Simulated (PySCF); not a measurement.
# H3NO (hydroxylamine): B3LYP/STO-6G

What is the energy change on altering one bond length of H3NO (hydroxylamine) at B3LYP/STO-6G? The job is set up through a Python script.

Program for the calculation: PySCF 2.14.0.

8 further runs of the same task are left out: 8 set aside as unsound or not needed.

### Step 1. Starting point

H3NO: 5 atoms, total charge 0, spin state singlet. SMILES: `NO`. The coordinates come from a PBE0-D4/def2-TZVP relaxation. This is one conformer, not always the lowest.

Bond lengths: N1–O2 1.422 Å, N1–H3 1.016 Å, N1–H4 1.016 Å, O2–H5 0.960 Å. Angles: N1–O2–H5 102.8°, O2–N1–H3 104.5°, O2–N1–H4 104.5°, H3–N1–H4 106.0°.

### Step 2. A single-point energy at B3LYP/STO-6G

Contents of run.py:

```python
from pyscf import gto, dft

molecule = gto.M(
    atom=[
    ('N', (-0.165120, -0.361290, -0.321170)),
    ('O', (0.364460, 0.666040, 0.508060)),
    ('H', (-0.162690, -1.190020, 0.266770)),
    ('H', (-1.141650, -0.109840, -0.446210)),
    ('H', (1.105010, 0.995100, -0.007440)),
],
    max_memory=1860,
    basis='sto-6g',
    verbose=3,
    charge=0,
    spin=0,
)

mf = dft.RKS(molecule)
mf.xc = 'b3lyp'
mf.grids.level = 5
mf.conv_tol = 1e-10
mf.kernel()
if not mf.converged:
    mf = mf.newton().run(mf.mo_coeff, mf.mo_occ)

energy = mf.e_tot
print('E = %.10f Eh' % energy)
```

The run is started by

```sh
OMP_NUM_THREADS=1 python run.py
```

Output:

```text
converged SCF energy = -131.164092578296
E = -131.1640925783 Eh
```

Wall time 2.5 s (1 thread of Arm Neoverse V1, shared host); peak memory 0.17 GiB.

### Step 3. The distorted shape, same level

Contents of input.py:

```python
from pyscf import gto, dft

mol = gto.Mole()
mol.atom = '''
N   -1.053813  -0.756177   0.297453
O   -0.524233   0.271153   1.126683
H   -1.051383  -1.584907   0.885393
H   -2.030343  -0.504727   0.172413
H    1.105010   0.995100  -0.007440
'''
mol.verbose = 4
mol.spin = 0
mol.max_memory = 1860
mol.charge = 0
mol.basis = 'sto-6g'
mol.build()

mf = dft.RKS(mol)
mf.xc = 'b3lyp'
mf.conv_tol = 1e-10
mf.grids.level = 5
mf.kernel()
if not mf.converged:
    mf = mf.newton().run(mf.mo_coeff, mf.mo_occ)

e_final = mf.e_tot
print(f'total energy: {e_final:.8f} hartree')
```

The run is started by

```sh
OMP_NUM_THREADS=1 python input.py
```

Output:

```text
PySCF version 2.14.0

[INPUT] num. atoms = 5
[INPUT] num. electrons = 18
[INPUT] charge = 0
[INPUT] spin (= nelec alpha-beta = 2S) = 0
[INPUT] symmetry False subgroup None
[INPUT] Mole.unit = angstrom
[INPUT] Symbol           X                Y                Z      unit          X                Y                Z       unit  Magmom
[INPUT]  1 N     -1.053813000000  -0.756177000000   0.297453000000 AA   -1.991417956506  -1.428967431695   0.562104704930 Bohr   0.0
[INPUT]  2 O     -0.524233000000   0.271153000000   1.126683000000 AA   -0.990656795459   0.512404907854   2.129122299203 Bohr   0.0
[INPUT]  3 H     -1.051383000000  -1.584907000000   0.885393000000 AA   -1.986825922024  -2.995040162906   1.673150282607 Bohr   0.0
[INPUT]  4 H     -2.030343000000  -0.504727000000   0.172413000000 AA   -3.836792208928  -0.953795797673   0.325813350315 Bohr   0.0
[INPUT]  5 H      1.105010000000   0.995100000000  -0.007440000000 AA    2.088166264906   1.880466466555  -0.014059562367 Bohr   0.0

nuclear repulsion = 36.4360721490865
number of shells = 9
number of NR pGTOs = 78
number of NR cGTOs = 13
basis = sto-6g
ecp = {}

******** <class 'pyscf.dft.rks.RKS'> ********
method = RKS
initial guess = minao
damping factor = 0
level_shift factor = 0
DIIS = <class 'pyscf.scf.diis.CDIIS'>
diis_start_cycle = 1
diis_space = 8
diis_damp = 0
SCF conv_tol = 1e-10
SCF conv_tol_grad = None
SCF max_cycles = 50
direct_scf = True
direct_scf_tol = 1e-13
XC library pyscf.dft.libxc version 7.0.0
    S. Lehtola, C. Steigemann, M. J.T. Oliveira, and M. A.L. Marques.,  SoftwareX 7, 1–5 (2018)
XC functionals = b3lyp
    P. J. Stephens, F. J. Devlin, C. F. Chabalowski, and M. J. Frisch.,  J. Phys. Chem. 98, 11623 (1994)
radial grids:
    Treutler-Ahlrichs [JCP 102, 346 (1995); DOI:10.1063/1.469408] (M4) radial grids

becke partition: Becke, JCP 88, 2547 (1988); DOI:10.1063/1.454033
pruning grids: <function nwchem_prune>
grids dens level: 5
symmetrized grids: False
atomic radii adjust function: <function treutler_atomic_radii_adjust>
small_rho_cutoff = 0
Set gradient conv threshold to 1e-05
Initial guess from minao.
tot grids = 155712
init E= -131.009799774716
  HOMO = -0.220406991023898  LUMO = -0.141841084239163  gap/eV = 2.13789
cycle= 1 E= -130.742001248595  delta_E= 0.268  |g|= 0.599  |ddm|= 2.67
  HOMO = 0.204084870258874  LUMO = 0.235589801332714  gap/eV = 0.85729
cycle= 2 E= -130.288198300605  delta_E= 0.454  |g|= 0.893  |ddm|= 2.79
  HOMO = -0.113280389514099  LUMO = -0.0372995503157993  gap/eV = 2.06754
cycle= 3 E= -130.96173462687  delta_E= -0.674  |g|= 0.265  |ddm|= 2.11
  HOMO = -0.144990183888876  LUMO = -0.0128128337401652  gap/eV = 3.59673
cycle= 4 E= -130.823744533358  delta_E= 0.138  |g|= 0.462  |ddm|= 1.09
  HOMO = -0.14356049284368  LUMO = -0.0229696373244358  gap/eV = 3.28144
cycle= 5 E= -130.880465449099  delta_E= -0.0567  |g|= 0.399  |ddm|= 0.223
  HOMO = -0.167513044787768  LUMO = -0.0129472713287974  gap/eV = 4.20595
cycle= 6 E= -130.783447025249  delta_E= 0.097  |g|= 0.504  |ddm|= 0.343
  HOMO = -0.167303656527123  LUMO = -0.013146279838521  gap/eV = 4.19484
cycle= 7 E= -130.784653441444  delta_E= -0.00121  |g|= 0.503  |ddm|= 0.00401
  HOMO = -0.137905772135302  LUMO = -0.0215488254455865  gap/eV = 3.16623
cycle= 8 E= -130.950286417279  delta_E= -0.166  |g|= 0.246  |ddm|= 0.686
  HOMO = -0.139358007587376  LUMO = -0.0257203343796276  gap/eV = 3.09224
cycle= 9 E= -130.956115737822  delta_E= -0.00583  |g|= 0.223  |ddm|= 0.84
  HOMO = -0.137888143735105  LUMO = -0.0263210283548859  gap/eV = 3.03590
cycle= 10 E= -130.984012914648  delta_E= -0.0279  |g|= 0.0201  |ddm|= 0.441
  HOMO = -0.138047986336574  LUMO = -0.0265332168699512  gap/eV = 3.03447
cycle= 11 E= -130.984224512796  delta_E= -0.000212  |g|= 0.00471  |ddm|= 0.0286
  HOMO = -0.138084262390909  LUMO = -0.0265686151108204  gap/eV = 3.03450
cycle= 12 E= -130.984236285582  delta_E= -1.18e-05  |g|= 8.74e-06  |ddm|= 0.00823
  HOMO = -0.138085348895212  LUMO = -0.0265684252801011  gap/eV = 3.03453
cycle= 13 E= -130.984236285256  delta_E= 3.26e-10  |g|= 2.6e-05  |ddm|= 5.18e-05
  HOMO = -0.13808551777695  LUMO = -0.0265685598208302  gap/eV = 3.03453
cycle= 14 E= -130.984236285604  delta_E= -3.47e-10  |g|= 4.44e-06  |ddm|= 5.28e-05
  HOMO = -0.138085494303789  LUMO = -0.0265685430708893  gap/eV = 3.03453
cycle= 15 E= -130.984236285614  delta_E= -1.06e-11  |g|= 3.57e-07  |ddm|= 7.14e-06
  HOMO = -0.138085490397011  LUMO = -0.0265685465055999  gap/eV = 3.03453
Extra cycle  E= -130.984236285612  delta_E= 2.39e-12  |g|= 2.13e-06  |ddm|= 4.22e-06
converged SCF energy = -130.984236285612
total energy: -130.98423629 hartree
```

Wall time 3.6 s (1 thread of Arm Neoverse V1, shared host); peak memory 0.17 GiB.

### Step 4. Results

Level: B3LYP/STO-6G.

```
                                                         quantity          value
                                        first shape: total energy  -131.16409 Eh
                                       first shape: dipole moment         0.39 D
                                         first shape: HOMO energy       -3.93 eV
                                         first shape: LUMO energy        7.46 eV
                                       first shape: HOMO–LUMO gap       11.39 eV
                                    distorted shape: total energy  -130.98424 Eh
                                   distorted shape: dipole moment         2.19 D
                                     distorted shape: HOMO energy       -3.76 eV
                                     distorted shape: LUMO energy       -0.72 eV
                                   distorted shape: HOMO–LUMO gap        3.03 eV
energy change with the O2–H5 bond stretched from 0.960 to 2.113 Å       4.894 eV
```

One bond (distorted shape) is far stretched, which a spin-restricted single reference describes badly; a broken-symmetry solution may lie lower. With the O2–H5 bond stretched from 0.960 to 2.113 Å the energy rises by 4.89 eV (472 kJ/mol). The first shape isn't relaxed at this level, so the change isn't measured from a minimum. A restricted reference can't describe the breaking bond well at this length. The minimal basis adds a large error of its own. Mulliken charges (first shape) run from -0.34 on N1 to +0.22 on H5. Mulliken charges (distorted shape) run from -0.30 on N1 to +0.20 on H4.
